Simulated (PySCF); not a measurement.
How methods differ on the ionisation energy of Li

Li [He] 2s1 (2S) → Li⁺ 1s2 (1S), as a difference of total energies. All numbers are calculated (PySCF 2.14, no relativity, point nucleus, in aug-cc-pVTZ (5s4p3d2f, 46 functions)). The calculations carry no spin-orbit coupling.

| method | ionisation energy (eV) | error (eV) |
| --- | --- | --- |
| UHF | 5.342 | -0.050 |
| LDA | 5.468 | +0.076 |
| PBE | 5.583 | +0.191 |
| PBE0 | 5.567 | +0.175 |
| r2SCAN | 5.383 | -0.009 |
| B3LYP | 5.623 | +0.231 |
| CAM-B3LYP | 5.597 | +0.205 |
| PW91 | 5.615 | +0.223 |
| r2SCAN0 | 5.409 | +0.017 |

Reference: 5.392 eV (measured; NIST Atomic Spectra Database, ionization energies).
